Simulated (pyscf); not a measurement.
Single points on ωB97X-D3(BJ)/def2-SVP structures (PySCF, gas phase).

Q: For the elementary gas-phase step `[CH3][CH2][Zn][OH]` + `[H]` [doublet] → `[CH3][CH3]` + `[OH][Zn]` [doublet] (doublet surface; C–Zn broken, C–H formed), what barrier and reaction energy does ωB97M-D3(BJ)/def2-TZVP give, measured from the separated reactants?

A: ΔE‡ = 76.1 kJ/mol, ΔE = -159.4 kJ/mol. Zero-point energy shifts the barrier by +7.2 kJ/mol. It is a substitution at C, with an imaginary mode of 1477i cm⁻¹. The same reactants have a lower exit, to H₃C–CH•–Zn–OH + H₂ (barrier +33.2 kJ/mol at ωB97M-D3(BJ)/def2-TZVP, against +76.1 kJ/mol here). This is the saddle that the search found; another between the same sides may lie lower. The angle at the attacked C is 163°. Elements up to Kr have no core potential and no relativistic terms here.
